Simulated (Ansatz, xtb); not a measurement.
Errors in the dipole moment

6 molecules holding an element from Na to Cl; the dipole moment in D, computed less measured. Shapes, held fixed at every level: PBE0-D4/def2-TZVP. No vibrational averaging. Dipoles are compared by magnitude; molecules under 1 D, whose direction can flip, are left out. Programs: Ansatz 0.2.0, xtb 6.7.1. Measured values: NIST CCCBDB.

Levels: A = GFN1-xTB; B = PBE-D4/def2-TZVPP; C = r2SCAN-D4/def2-TZVPP; D = wB97M-V/def2-TZVPP.

```csv
molecule,measured,A,B,C,D
PF3 (SMILES FP(F)F),1.03,+0.51,-0.19,-0.18,+0.04
CHCl2F (dichlorofluoromethane),1.29,+0.38,-0.13,-0.06,-0.04
SiH2Cl2 (dichlorosilane (DCS)),1.13,+0.17,-0.09,-0.02,0.00
C2H3Cl (SMILES C=CCl),1.45,-0.03,-0.19,-0.09,-0.07
C2H5Cl (chloroethane),2.05,+0.07,-0.07,+0.05,-0.01
C2H6S (dimethyl sulfide),1.50,-0.15,+0.01,+0.10,+0.01
```

Which level does best on this set, which worst, and which err to one side?


| level | kind | mean error | mean absolute error | worst case |
| --- | --- | --- | --- | --- |
| GFN1-xTB | semi-empirical | +0.158 | 0.218 | PF3 |
| PBE-D4/def2-TZVPP | GGA | -0.110 | 0.113 | PF3 |
| r2SCAN-D4/def2-TZVPP | meta-GGA | -0.033 | 0.083 | PF3 |
| wB97M-V/def2-TZVPP | range-separated hybrid | -0.012 | 0.028 | C2H3Cl |

On this set wB97M-V/def2-TZVPP has the smallest mean absolute error and GFN1-xTB the largest. GFN1-xTB is too high in 4 of 6; PBE-D4/def2-TZVPP is too low in 5 of 6; r2SCAN-D4/def2-TZVPP is too low in 4 of 6. The set is small.
